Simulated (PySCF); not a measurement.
PySCF job for HN₂, SMILES N#[NH+], charge +1, IEF-PCM-B3LYP/def2-TZVPD. Coordinates come from a PBE0-D3(BJ)/def2-TZVPD optimisation. The isomer is the one that the SMILES or the coordinates give; other isomers of the formula were not compared.

```python
import numpy as np
from pyscf import gto, scf, dft
from pyscf.solvent import pcm

mol = gto.M(
    atom='''
    N     0.00000000    0.00000000   -0.64739507
    N     0.00000000    0.00000000    0.43689601
    H     0.00000000    0.00000000    1.47349346
    ''',
    basis='def2-TZVPD',
    charge=1,
    spin=0,
    max_memory=1600,
    verbose=3,
)
mf = dft.RKS(mol, xc='b3lyp').density_fit(auxbasis='def2-universal-jkfit')
mf.grids.level = 3
mf.conv_tol = 1e-9
mf.max_cycle = 100
mf.kernel()
res = {}
for name, eps in {'water': 78.355, 'ethanol': 24.852, 'acetone': 20.493}.items():
    s = mf.PCM()
    s.with_solvent.method, s.with_solvent.eps, s.with_solvent.lebedev_order = 'IEF-PCM', eps, 29
    s.kernel(mf.make_rdm1())
    res[name] = (s.e_tot, eps, s.dip_moment(), s.mo_energy, s.converged)
    print(f'{name}: electrostatic solvation free energy {(s.e_tot - mf.e_tot) * 627.509474:.3f} kcal/mol')
```

Log of the run:

```
converged SCF energy = -109.768575235918

WARN: PCM is an experimental feature. It is still in testing.
Features and APIs may be changed in the future.

converged SCF energy = -109.90130387992

WARN: System has nonzero charge 1; the dipole moment is origin-dependent.
Location of origin: [0. 0. 0.]

Dipole moment(X, Y, Z, Debye):  0.00000,  0.00000,  3.69514
water: electrostatic solvation free energy -83.288 kcal/mol

WARN: PCM is an experimental feature. It is still in testing.
Features and APIs may be changed in the future.

converged SCF energy = -109.897478806399

WARN: System has nonzero charge 1; the dipole moment is origin-dependent.
Location of origin: [0. 0. 0.]

Dipole moment(X, Y, Z, Debye): -0.00000, -0.00000,  3.67068
ethanol: electrostatic solvation free energy -80.888 kcal/mol

WARN: PCM is an experimental feature. It is still in testing.
Features and APIs may be changed in the future.

converged SCF energy = -109.896289336459

WARN: System has nonzero charge 1; the dipole moment is origin-dependent.
Location of origin: [0. 0. 0.]

Dipole moment(X, Y, Z, Debye): -0.00000, -0.00000,  3.66322
acetone: electrostatic solvation free energy -80.142 kcal/mol
```

The run converged.

Cost: around 16 core-seconds (rough).
